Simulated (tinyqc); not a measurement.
Inside a calculation. Method: MP2 on RHF in the sto-3g basis, frozen core, for LiH, spin multiplicity 1. Computed by tinyqc, a small Python program that keeps every step (integrals from PySCF). Settings: charge = 0, multiplicity = 1, basis = sto-3g, method = RHF, frozen orbitals = 1, energy threshold = 1e-10, iteration cap = 79, orthogonalisation = canonical, start = atomic densities, DIIS depth = 6. Command: `OMP_NUM_THREADS=1 python tinyqc.py 28469 28470 out.jsonl` (the two numbers bound the seeds that draw the settings). One thread of a shared host (Intel(R) Xeon(R) Processor @ 2.60GHz), about 0.2 s of CPU time with the checks. The early iterations of the SCF are left out here.

## One-electron integrals

Geometry (angstrom):
```
atom       x       y       z
Li    0.0000  0.0000  0.0000
H     0.0000  0.0000  1.4900
```

Basis sto-3g: exponents (1/bohr^2) and contraction coefficients of normalised primitives:
```
element  l (shell)  exponent  coefficient
Li           s (1)   16.1196       0.1543
Li           s (1)    2.9362       0.5353
Li           s (1)    0.7947       0.4446
Li           s (2)    0.6363      -0.1000
Li           s (2)    0.1479       0.3995
Li           s (2)    0.0481       0.7001
Li           p (3)    0.6363       0.1559
Li           p (3)    0.1479       0.6077
Li           p (3)    0.0481       0.3920
H            s (1)    3.4253       0.1543
H            s (1)    0.6239       0.5353
H            s (1)    0.1689       0.4446
```

Overlap, kinetic and nuclear-attraction integrals over the contracted functions; the nuclear repulsion is the sum of Za Zb / Rab.

nuclear repulsion = 1.065457 hartree

overlap S, lower triangle:
```
         1Li 1s  1Li 2s  1Li 2px  1Li 2py  1Li 2pz   2H 1s
1Li 1s   1.0000
1Li 2s   0.2411  1.0000
1Li 2px  0.0000  0.0000   1.0000
1Li 2py  0.0000  0.0000   0.0000   1.0000
1Li 2pz  0.0000  0.0000   0.0000   0.0000   1.0000
2H 1s    0.0840  0.4228   0.0000   0.0000   0.5317  1.0000
```

kinetic energy T (hartree), lower triangle:
```
          1Li 1s  1Li 2s  1Li 2px  1Li 2py  1Li 2pz   2H 1s
1Li 1s    3.5768
1Li 2s   -0.0202  0.1022
1Li 2px   0.0000  0.0000   0.3197
1Li 2py   0.0000  0.0000   0.0000   0.3197
1Li 2pz   0.0000  0.0000   0.0000   0.0000   0.3197
2H 1s    -0.0172  0.0497   0.0000   0.0000   0.1462  0.7600
```

nuclear attraction V (hartree), lower triangle:
```
          1Li 1s   1Li 2s  1Li 2px  1Li 2py  1Li 2pz    2H 1s
1Li 1s   -8.3380
1Li 2s   -1.0500  -1.5103
1Li 2px   0.0000   0.0000  -1.4660
1Li 2py   0.0000   0.0000   0.0000  -1.4660
1Li 2pz  -0.0185  -0.1280   0.0000   0.0000  -1.5688
2H 1s    -0.3668  -0.8135   0.0000   0.0000  -1.0386  -2.2876
```

core Hamiltonian H = T + V (hartree), lower triangle:
```
          1Li 1s   1Li 2s  1Li 2px  1Li 2py  1Li 2pz    2H 1s
1Li 1s   -4.7612
1Li 2s   -1.0702  -1.4081
1Li 2px   0.0000   0.0000  -1.1463
1Li 2py   0.0000   0.0000   0.0000  -1.1463
1Li 2pz  -0.0185  -0.1280   0.0000   0.0000  -1.2492
2H 1s    -0.3840  -0.7638   0.0000   0.0000  -0.8923  -1.5275
```

## Two-electron integrals

Functions are numbered as in S; the eight-fold symmetry (ij|kl) = (ji|kl) = (kl|ij) leaves the list below.

Two-electron integrals (ij|kl) in chemists' order, unique and non-zero (hartree):
```
(11|11) 1.6804   (21|11) 0.2654   (21|21) 0.0499   (22|11) 0.3977
(22|21) 0.0929   (22|22) 0.2906   (31|31) 0.0090   (32|31) 0.0138
(32|32) 0.0642   (33|11) 0.3966   (33|21) 0.0929   (33|22) 0.2905
(33|33) 0.3129   (41|41) 0.0090   (42|41) 0.0138   (42|42) 0.0642
(43|43) 0.0169   (44|11) 0.3966   (44|21) 0.0929   (44|22) 0.2905
(44|33) 0.2792   (44|44) 0.3129   (51|51) 0.0090   (52|51) 0.0138
(52|52) 0.0642   (53|53) 0.0169   (54|54) 0.0169   (55|11) 0.3966
(55|21) 0.0929   (55|22) 0.2905   (55|33) 0.2792   (55|44) 0.2792
(55|55) 0.3129   (61|11) 0.0904   (61|21) 0.0171   (61|22) 0.0322
(61|33) 0.0318   (61|44) 0.0318   (61|51) 0.0020   (61|52) 0.0039
(61|55) 0.0330   (61|61) 0.0064   (62|11) 0.1687   (62|21) 0.0396
(62|22) 0.1263   (62|33) 0.1204   (62|44) 0.1204   (62|51) 0.0065
(62|52) 0.0357   (62|55) 0.1380   (62|61) 0.0161   (62|62) 0.0850
(63|31) 0.0036   (63|32) 0.0156   (63|53) 0.0059   (63|63) 0.0070
(64|41) 0.0036   (64|42) 0.0156   (64|54) 0.0059   (64|64) 0.0070
(65|11) 0.1970   (65|21) 0.0469   (65|22) 0.1554   (65|33) 0.1452
(65|44) 0.1452   (65|51) 0.0102   (65|52) 0.0546   (65|55) 0.1755
(65|61) 0.0200   (65|62) 0.1156   (65|65) 0.1604   (66|11) 0.3530
(66|21) 0.0845   (66|22) 0.2914   (66|33) 0.2667   (66|44) 0.2667
(66|51) 0.0171   (66|52) 0.1088   (66|55) 0.3403   (66|61) 0.0363
(66|62) 0.2394   (66|65) 0.3400   (66|66) 0.7746
```

## Orthogonalisation

S = U s U^T; canonical form X = U s^(-1/2), so that X^T S X = 1. Each column of U has its largest component positive (the first on a tie).

eigenvalues of S: 0.3171  0.7975  1.0000  1.0000  1.1651  1.7202

X:
```
               1        2       3        4        5       6
1Li 1s    0.1354   0.8094  0.0000   0.0000   0.5963  0.1827
1Li 2s   -0.8155  -0.6226  0.0000   0.0000   0.4637  0.3652
1Li 2px   0.0000   0.0000  0.9975  -0.0706   0.0000  0.0000
1Li 2py   0.0000   0.0000  0.0706   0.9975   0.0000  0.0000
1Li 2pz  -0.9655   0.4294  0.0000   0.0000  -0.5123  0.3824
2H 1s     1.2400  -0.1635  0.0000   0.0000  -0.1591  0.5180
```

Within a degenerate level the vectors are fixed only up to a rotation; this is one choice.

## Iteration 8 (converged): orbitals

converged F (hartree), lower triangle:
```
          1Li 1s   1Li 2s  1Li 2px  1Li 2py  1Li 2pz    2H 1s
1Li 1s   -2.3440
1Li 2s   -0.6400  -0.2318
1Li 2px   0.0000   0.0000   0.1637
1Li 2py   0.0000   0.0000   0.0000   0.1637
1Li 2pz   0.0134  -0.1129   0.0000   0.0000  -0.0115
2H 1s    -0.2286  -0.2865   0.0000   0.0000  -0.2418  -0.1725
```

Diagonalise F' = X^T F X, C = X C', fill 2 alpha and 2 beta electrons from the bottom; D = 2 C_occ C_occ^T. Each column has its largest component positive (the first on a tie).

F' = X^T F X (hartree), lower triangle:
```
         1        2       3       4        5        6
1   0.5687
2  -0.1047  -0.8814
3   0.0000   0.0000  0.1637
4   0.0000   0.0000  0.0000  0.1637
5  -0.0570  -1.0882  0.0000  0.0000  -1.1529
6  -0.0287  -0.4014  0.0000  0.0000  -0.5061  -0.5197
```

orbital energies (hartree): MO1 -2.3467, MO2 -0.2944, MO3 0.0791, MO4 0.1637, MO5 0.1637, MO6 0.5768

coefficients C:
```
             MO1      MO2      MO3      MO4     MO5      MO6
1Li 1s    0.9911  -0.1753  -0.2085   0.0000  0.0000   0.0769
1Li 2s    0.0319   0.4451   0.8017   0.0000  0.0000  -0.7478
1Li 2px   0.0000   0.0000   0.0000  -0.4727  0.8812   0.0000
1Li 2py   0.0000   0.0000   0.0000   0.8812  0.4727   0.0000
1Li 2pz  -0.0073   0.3499  -0.6128   0.0000  0.0000  -1.0135
2H 1s     0.0073   0.5436  -0.1332   0.0000  0.0000   1.2428
```

D after iteration 8, lower triangle:
```
          1Li 1s  1Li 2s  1Li 2px  1Li 2py  1Li 2pz   2H 1s
1Li 1s    2.0260
1Li 2s   -0.0929  0.3983
1Li 2px   0.0000  0.0000   0.0000
1Li 2py   0.0000  0.0000   0.0000   0.0000
1Li 2pz  -0.1372  0.3110   0.0000   0.0000   0.2449
2H 1s    -0.1761  0.4844   0.0000   0.0000   0.3803  0.5911
```

Within a degenerate level the vectors are fixed only up to a rotation; this is one choice.

## Convergence

Stop when the energy changes by less than 1e-10 hartree and every element of the error matrix X^T (F D S - S D F) X is below 3e-06.

Course of the cycle:
```
iteration  E (hartree)     change  largest element of the error matrix
1            -7.674654          -                             1.91e-01
2            -7.855214  -1.81e-01                             8.38e-02
3            -7.862234  -7.02e-03                             1.37e-02
4            -7.863130  -8.96e-04                             5.37e-03
5            -7.863290  -1.61e-04                             1.92e-04
6            -7.863290  -1.90e-07                             1.28e-05
7            -7.863290  -7.12e-10                             6.63e-07
8            -7.863290  -9.97e-13                             1.55e-07
```

PySCF RHF in the same basis = -7.863290 hartree

Converged in 8 iterations.

## Integrals over molecular orbitals

(pq|rs) = sum C_ip C_jq C_kr C_ls (ij|kl), one index at a time.

one-electron integrals over orbitals h = C^T H C (hartree), lower triangle:
```
         1        2        3        4        5        6
1  -4.7516
2   0.1101  -1.5361
3   0.1683   0.0359  -1.1333
4   0.0000   0.0000   0.0000  -1.1463
5   0.0000   0.0000   0.0000   0.0000  -1.1463
6  -0.0246  -0.0865   0.0325   0.0000   0.0000  -0.9319
```

Two-electron integrals over orbitals (pq|rs), unique and non-zero (hartree); the lowest 1 orbital is frozen and left out:
```
(22|22) 0.4950    (32|22) -0.0468   (32|32) 0.0121    (33|22) 0.2269
(33|32) 0.0060    (33|33) 0.3389    (42|42) 0.0240    (43|42) 0.0192
(43|43) 0.0413    (44|22) 0.2756    (44|32) 0.0046    (44|33) 0.2822
(44|44) 0.3129    (52|52) 0.0240    (53|52) 0.0192    (53|53) 0.0413
(54|54) 0.0169    (55|22) 0.2756    (55|32) 0.0046    (55|33) 0.2822
(55|44) 0.2792    (55|55) 0.3129    (62|22) 0.1328    (62|32) -0.0334
(62|33) -0.0091   (62|44) -0.0104   (62|55) -0.0104   (62|62) 0.1229
(63|22) -0.0509   (63|32) 0.0084    (63|33) 0.0361    (63|44) 0.0013
(63|55) 0.0013    (63|62) -0.0310   (63|63) 0.0263    (64|42) -0.0195
(64|43) -0.0139   (64|64) 0.0194    (65|52) -0.0195   (65|53) -0.0139
(65|65) 0.0194    (66|22) 0.4577    (66|32) -0.0420   (66|33) 0.2421
(66|44) 0.2694    (66|55) 0.2694    (66|62) 0.1411    (66|63) -0.0435
(66|66) 0.4565
```

## Second-order Moller-Plesset energy

Hartree-Fock energy = -7.863290 hartree

E2 = sum_ijab (ia|jb) [2 (ia|jb) - (ib|ja)] / (e_i + e_j - e_a - e_b) over occupied i, j and virtual a, b; the opposite-spin part is (ia|jb)^2 / denominator, the rest is same-spin, and SCS-MP2 scales them by 6/5 and 1/3.

Terms:
```
i  j  a  b  (ia|jb)  (ib|ja)  denominator       term
2  2  6  6   0.1229   0.1229      -1.7423    -0.0087
2  2  3  6  -0.0334  -0.0334      -1.2445    -0.0009
2  2  6  3  -0.0334  -0.0334      -1.2445    -0.0009
2  2  4  4   0.0240   0.0240      -0.9161    -0.0006
2  2  5  5   0.0240   0.0240      -0.9161    -0.0006
2  2  3  3   0.0121   0.0121      -0.7468  -1.95e-04
```

Pair energies (hartree; pair i-j sums ij and ji):
```
pair  opposite spin  same spin
2-2         -0.0119          0
```

MP2 correlation energy = -0.011914 hartree

SCS-MP2 correlation energy = -0.014297 hartree

MP2 total energy = -7.875204 hartree
